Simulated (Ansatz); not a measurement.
# Worked example: ideal-gas entropy of CO (SMILES [C-]#[O+])

A linear singlet with charge 0, relaxed at PBE0/aug-cc-pVTZ (Ansatz 0.2.0):

```xyz
2

C     0.4803   -0.1552    0.2474
O    -0.4803    0.1552   -0.2474
```

Harmonic wavenumbers in cm⁻¹: 2233.

Masses in u: C 12.011, O 15.999. Take T = 298.15 K, p = 1 bar, R = 8.3145 J/(mol K), kT/hc = 207.22 cm⁻¹, rigid rotor and harmonic oscillator.

Task: Work out S° at 298 K.

Result: 
1. Translation (Sackur–Tetrode): S = R[3/2 ln M + 5/2 ln T − 1.1517] with M = 28.01 gives 150.4 J/(mol K).
2. Rotation: the moment of inertia is 8.671 u Å², so B = 16.8576/I = 1.9441 cm⁻¹; σ = 1; q = kT/(σhcB) = 106.6; S = R(ln q + 1) = 47.1.
3. Vibration: with u = ν̃/207.22, each mode gives R[u/(eᵘ − 1) − ln(1 − e⁻ᵘ)]; the sum is 0.0.
4. Electronic: R ln 1 = 0.0, from the spin multiplicity alone.
5. Sum: 150.4 + 47.1 + 0.0 + 0.0 = 197.5 J/(mol K).

The tabulated value is 197.7 J/(mol K) (CRC Handbook of Chemistry and Physics): the model is off by -0.2.
